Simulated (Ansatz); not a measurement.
The first iterations of a band of AlH6NSi (9 atoms, charge 0, multiplicity 1).

Theory: RKS PBE0-D4/def2-SVP (Ansatz 0.2.0).

| Quantity | Value |
| --- | --- |
| movable images | 5 |
| climbing image | yes |
| spring | 5.0 eV/Å² |
| optimiser | quadratic models (default) |
| start path | through a guess of the saddle point |
| force threshold | 0.5 eV/Å |
| iteration limit | 60 |
| end points | relaxed |

Initial state:

```xyz
9
Properties=species:S:1:pos:R:3
N -1.189 0.966 -1.254
Al 0.090 0.958 -0.025
Si 0.804 -1.203 0.886
H -1.659 0.143 -1.617
H -1.562 1.798 -1.700
H 0.692 2.365 0.404
H 2.250 -1.475 0.593
H 0.014 -2.345 0.319
H 0.649 -1.253 2.378
```

Final state:

```xyz
9
Properties=species:S:1:pos:R:3
N -1.205 0.969 -1.238
Al 0.108 0.954 -0.045
Si 0.806 -1.204 0.884
H -1.577 1.801 -1.686
H -1.697 0.149 -1.576
H 0.749 2.356 0.346
H 2.267 -1.453 0.659
H 0.059 -2.353 0.273
H 0.579 -1.266 2.366
```

| iteration | highest image above the first end (eV) | largest band force component (eV/Å) |
| --- | --- | --- |
| 1 | 11.952 | 69.763 |
| 2 | 7.321 | 45.341 |
| 3 | 2.661 | 19.044 |

Question: Does the band converge within its limit, and where does its top end?

Answer: The forces met the threshold. It ended after 9 iterations with the highest image 0.511 eV above the first end. The threshold of 0.5 eV/Å is loose, so the images may lie well off the minimum-energy path. Another band between the same ends (5 images) ends at a top of the same energy, where a vibrational analysis finds 1 clearly imaginary mode.

The run took 100 s on 1 thread of Arm Neoverse V2 (shared host), peak memory 0.14 GiB.
